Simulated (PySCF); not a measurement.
## Mg2S: from structure and modes to constants

These are results of PySCF, UPBE0, basis S def2-TZVP, Mg def2-TZVP (no relativity, density fitting), not measurements.

The triplet minimum has C2v symmetry. Masses (u): S 31.97207, Mg 23.98504.

```xyz
3
charge 0 multiplicity 3, angstrom
S     0.0000    0.0000   -0.8226
Mg    1.8330    0.0000    0.5512
Mg   -1.8330    0.0000    0.5512
```

Harmonic wavenumbers (cm⁻¹): 81.9 (a1, ×1), 402.7 (a1, ×1), 450.9 (b2, ×1).

Question: What is the harmonic zero-point energy?

Answer: Half the sum of all 3 wavenumbers, 935/2 = 468 cm⁻¹, which is 5.6 kJ/mol (1 cm⁻¹ = 0.0119627 kJ/mol).

Question: Find the vibrational entropy and heat capacity at 298.15 K.

Answer: With u = 1.43878 ω/T, each mode gives S = R[u/(eᵘ−1) − ln(1−e⁻ᵘ)] and C = R u² eᵘ/(eᵘ−1)².
```tsv
ω (cm⁻¹)	u	S (J/(mol K))	C (J/(mol K))
81.9	0.395	16.08	8.21
402.7	1.943	3.99	6.13
450.9	2.176	3.32	5.69
```
The sums over all modes are S = 23.4 and C = 20.0 J/(mol K); the softest mode gives 69 % of the entropy.

Other isomers or separated fragments may lie lower.
